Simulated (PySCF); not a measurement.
Isomers of [C5H7O]+, one conformer each. Level of theory: core-valence-separated Tamm–Dancoff BHandHLYP/aug-pcX-1 (pcseg-1 on H) in PySCF, non-relativistic, gas phase, PBE0-D3(BJ)/def2-SVP geometry. No empirical shift is added; at this level the pattern usually sits a few eV under experiment.

P. `C=CCCC#[O+]`
Q. `COC[c+]1cc1`

Main lines, eV (oscillator strength):
1. C K: 282.1 (0.062), 282.9 (0.051), 283.7 (0.028), 285.0 (0.175), 287.0 (0.019); O K: 531.7 (0.049), 531.7 (0.049), 537.6 (0.008), 540.8 (0.013)
2. C K: 282.7 (0.049), 282.8 (0.082), 282.9 (0.119), 286.4 (0.044), 288.1 (0.032); O K: 533.7 (0.022), 534.5 (0.007), 535.3 (0.038), 535.6 (0.004)
Listed: the first five lines at most of each edge with a tenth or more of its strongest line's intensity; roots within 0.03 eV on the same or equivalent atoms are summed. Only the lowest roots were sought, and the top ones are left out.

Q: Which spectrum belongs to which isomer?

A: 1 = P, 2 = Q.
- P: first C line listed at 282.1 eV, hole on the terminal =CH2 carbon (1s→π*); first O line listed at 531.7 eV, hole on the oxygen bonded to C (1s→π*).
- Q: first C line listed at 282.7 eV, hole on the unsaturated ring CH carbon; first O line listed at 533.7 eV, hole on the ether oxygen.

Q: What are the ground-state energies of the isomers at BHandHLYP/aug-pcX-1 (pcseg-1 on H), relative to the lowest?

A: P 0.0, Q 130.6 kJ/mol (electronic energies on these geometries, no dispersion or zero-point terms).
